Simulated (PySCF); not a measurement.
Compound: C3H6N (doublet state).
Structure used (PBE0-D3(BJ)/def2-SVP), in Å, numbered top down from 1:
```
atom  x, y, z in Å
C1    -0.842    0.586   -0.143
C2    -0.215   -0.805   -0.167
C3     1.226   -0.827    0.204
N4     2.087   -0.013    0.531
H5    -0.779    1.033    0.862
H6    -0.335    1.264   -0.847
H7    -1.904    0.543   -0.425
H8    -0.746   -1.493    0.513
H9    -0.308   -1.265   -1.166
H10    1.833    0.987    0.592
```

Jobs on this species (10 atoms, 31 electrons) with PySCF (density fitting). Hardware of each: x86-64 server, one thread, on a shared host. The host was shared with other jobs, so the times are rough.

```csv
level and settings,work,basis functions,SCF cycles,wall time
"UKS HF, IGLO-III on C N, pcH-1 on H, non-relativistic, mean-field spin-orbit, GIAO","unrestricted SCF, g, hyperfine",200,?,?
"UKS PBE0, IGLO-III on C N, pcH-1 on H, non-relativistic, mean-field spin-orbit, GIAO","unrestricted SCF, g, hyperfine",200,?,?
"UKS CAM-B3LYP, IGLO-III on C N, pcH-1 on H, non-relativistic, mean-field spin-orbit, GIAO","unrestricted SCF, g, hyperfine",200,?,?
"UKS PBE, IGLO-III on C N, pcH-1 on H, non-relativistic, mean-field spin-orbit, GIAO","unrestricted SCF, g, hyperfine",200,14,9.2 s
"UKS B3LYP, IGLO-III on C N, pcH-1 on H, non-relativistic, mean-field spin-orbit, GIAO","unrestricted SCF, g, hyperfine",200,14,15 s
"UKS BHandHLYP, IGLO-III on C N, pcH-1 on H, non-relativistic, mean-field spin-orbit, GIAO","unrestricted SCF, g, hyperfine",200,15,14 s
"PBE0-D3(BJ)/def2-SVP, grid level 1",geometry optimisation from a GFN2-xTB start,86,34,10 s
```

Task: Fill in the missing figures.

Result: 
- UKS HF, IGLO-III on C N, pcH-1 on H, non-relativistic, mean-field spin-orbit, GIAO; unrestricted SCF, g, hyperfine: 9.3 s, 16 SCF cycles
- UKS PBE0, IGLO-III on C N, pcH-1 on H, non-relativistic, mean-field spin-orbit, GIAO; unrestricted SCF, g, hyperfine: 15 s, 14 SCF cycles
- UKS CAM-B3LYP, IGLO-III on C N, pcH-1 on H, non-relativistic, mean-field spin-orbit, GIAO; unrestricted SCF, g, hyperfine: 19 s, 14 SCF cycles

Task: What do all jobs in the table cost together?

Result: About 92 s; the longest takes about 21 % of that, and about 2.1 times as long as the shortest.
